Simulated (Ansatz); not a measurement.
# AlH₄S+: functionals against CCSD(T) at one geometry

A test off equilibrium: a structure displaced at random from a GFN2-xTB minimum is computed at several levels, and each is set against CCSD(T).

Program: Ansatz 0.2.0, Gaussian basis. Level of theory: single points in def2-TZVPP. These are calculated values, not measurements.

Cores are frozen in the correlated methods.

## 1. The starting structure

SMILES `[AlH2][SH2+]`, 6 atoms, charge 1, spin multiplicity 1.

Atoms are counted from 1 here; the program's logs count them from 0.

Bond lengths: Al1–S2 2.432 Å, Al1–H3 1.475 Å, Al1–H4 1.549 Å, S2–H5 1.232 Å, S2–H6 1.499 Å. Angles: S2–Al1–H3 119.1°, S2–Al1–H4 103.2°, H3–Al1–H4 136.2°, Al1–S2–H5 101.7°, Al1–S2–H6 101.0°, H5–S2–H6 85.5°.

As a file:

```xyz
6

Al   -0.1044   -1.1169    0.0146
S    -0.4722    1.2658   -0.3016
H    -1.2628   -2.0299    0.0062
H     1.3725   -1.1894    0.4768
H     0.5615    1.6034   -0.8804
H     0.1752    1.8214    0.9309
```

## 2. CCSD(T)/def2-TZVPP

run/in.yaml reads:

```yaml
crystal:
  periodic: [false, false, false]
  atoms:
    - {symbol: Al, position_ang: [-0.104400, -1.116900, 0.014600]}
    - {symbol: S, position_ang: [-0.472200, 1.265800, -0.301600]}
    - {symbol: H, position_ang: [-1.262800, -2.029900, 0.006200]}
    - {symbol: H, position_ang: [1.372500, -1.189400, 0.476800]}
    - {symbol: H, position_ang: [0.561500, 1.603400, -0.880400]}
    - {symbol: H, position_ang: [0.175200, 1.821400, 0.930900]}
basis:
  gaussian: {orbitals: def2-TZVPP}
total_charge: 1
correlation: {method: ccsd_t}
output: {forces: true}
```

The command line of these runs was not kept.

## 3. PBE0-D4/def2-TZVPP

Changes to run/in.yaml since step 2:

```diff
@@ -12,3 +12,3 @@
 total_charge: 1
-correlation: {method: ccsd_t}
-output: {forces: true}
+hamiltonian: {xc: pbe0, dispersion: d4}
+output: {forces: true, orbitals: {seedname: orbitals}}
```

## 4. wB97M-V/def2-TZVPP

Changes to run/in.yaml since step 3:

```diff
@@ -12,3 +12,3 @@
 total_charge: 1
-hamiltonian: {xc: pbe0, dispersion: d4}
-output: {forces: true, orbitals: {seedname: orbitals}}
+hamiltonian: {xc: {name: wB97M-V}}
+output: {forces: true}
```

## 5. r2SCAN-D4/def2-TZVPP

Changes to run/in.yaml since step 4:

```diff
@@ -12,3 +12,3 @@
 total_charge: 1
-hamiltonian: {xc: {name: wB97M-V}}
+hamiltonian: {xc: r2scan, dispersion: d4}
 output: {forces: true}
```

## 6. PBE-D4/def2-TZVPP

Changes to run/in.yaml since step 5:

```diff
@@ -12,3 +12,3 @@
 total_charge: 1
-hamiltonian: {xc: r2scan, dispersion: d4}
+hamiltonian: {xc: pbe, dispersion: d4}
 output: {forces: true}
```

## 7. CAM-B3LYP-D4/def2-TZVPP

Changes to run/in.yaml since step 6:

```diff
@@ -12,3 +12,3 @@
 total_charge: 1
-hamiltonian: {xc: pbe, dispersion: d4}
+hamiltonian: {xc: {name: CAM-B3LYP}, dispersion: d4}
 output: {forces: true}
```

## 8. BHLYP-D4/def2-TZVPP

Changes to run/in.yaml since step 7:

```diff
@@ -12,3 +12,3 @@
 total_charge: 1
-hamiltonian: {xc: {name: CAM-B3LYP}, dispersion: d4}
+hamiltonian: {xc: {name: BHLYP}, dispersion: d4}
 output: {forces: true}
```

(Steps that only read results are left out.)

What does the calculation give? Wanted: energy less free atoms, CCSD(T)/def2-TZVPP; RMS force component; RMS force error; HOMO and LUMO, PBE0-D4; T1 diagnostic.

As calculated:

```
                                  quantity                                                                                                 value
energy less free atoms, CCSD(T)/def2-TZVPP                                                                                       -162.5 kcal/mol
                       RMS force component                                                                  1.648 to 1.720 eV/Å over the methods
                           RMS force error  PBE0-D4 0.061, wB97M-V 0.053, r2SCAN-D4 0.064, PBE-D4 0.191, CAM-B3LYP-D4 0.041, BHLYP-D4 0.135 eV/Å
                    HOMO and LUMO, PBE0-D4                                                                                   -14.12 and -7.57 eV
                             T1 diagnostic                                                                                                 0.010
```

**Reading.** Against CCSD(T) the functionals' energies less atoms differ by -10.4 to 0.0 kcal/mol, PBE-D4 by -2.0 kcal/mol. A larger basis would deepen the CCSD(T) value, while the functionals are nearly converged already, so the order here is not reliable. The forces of CAM-B3LYP-D4 come nearest to CCSD(T), those of PBE-D4 are farthest. Frozen-core CCSD(T) forces in triple zeta carry basis errors of their own, and this is one geometry, so small gaps rank nothing.
